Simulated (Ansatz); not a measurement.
This script makes a ladder of basis sets of Al₂ with the Ansatz DFT code, driven from Python.

The script, `al2_basis.py`:
```python
import ansatz


def main() -> None:
    mol = (
        ansatz.Crystal.molecule()
        .atom("Al", [0.0, 0.0, 0.0])
        .atom("Al", [0.0, 0.0, 2.39])
    )

    calc = mol.calculation()
    calc = calc.functional("hf")
    calc = calc.spin("collinear", total=2)
    calc = calc.accuracy("medium")

    energies = {}
    for basis in ["cc-pVDZ", "cc-pVTZ"]:
        summary = calc.basis(gaussian=basis).run().report
        size = summary["n_frozen"] + summary["n_occupied"][0] + summary["n_virtual"][0]
        energies[basis] = (summary["reference_energy_ev"] / 27.211386246, summary["free_energy_ev"] / 27.211386246)
        print(f"{basis:14s} {size:4d} orbitals  reference {energies[basis][0]:14.6f} Ha  total {energies[basis][1]:14.6f} Ha")

    last = energies["cc-pVTZ"][1]
    for basis, (_, total) in energies.items():
        print(f"{basis:14s} lies {27.211386 * (total - last):9.4f} eV above cc-pVTZ")


if __name__ == "__main__":
    main()
```

How far does the total energy move along this ladder of basis sets?

Against cc-pVDZ: cc-pVTZ -13.0 mHa. The last step alone is -13.03 mHa. From the first set to the last the time grows from 1.4 to 4.6 s.

The output:

```console
$ python al2_basis.py
cc-pVDZ          36 orbitals  reference    -483.761983 Ha  total    -483.761983 Ha
cc-pVTZ          68 orbitals  reference    -483.775012 Ha  total    -483.775012 Ha
cc-pVDZ        lies    0.3546 eV above cc-pVTZ
cc-pVTZ        lies    0.0000 eV above cc-pVTZ
```

What to keep in mind:
- These settings explore the input space; basis and method may be short of convergence.
- The geometry is a force-field or estimated start, not a minimum of this method, and the last set is no limit. Much of the fall in a total is atomic energy, which cancels in bond and reaction energies.
- The species is open-shell (spin multiplicity 3).
- The expectation value of S² is noticeably off S(S+1) in at least one run, so that state is spin-contaminated.
- For Al to Cl the sets with a tight d function, cc-pV(X+d)Z, are usual.
- The spin state was assumed, and another may lie lower.
- Finished in 6.6 s on 1 thread of Intel(R) Xeon(R) Processor @ 2.30GHz (shared host), peak memory 0.24 GiB.
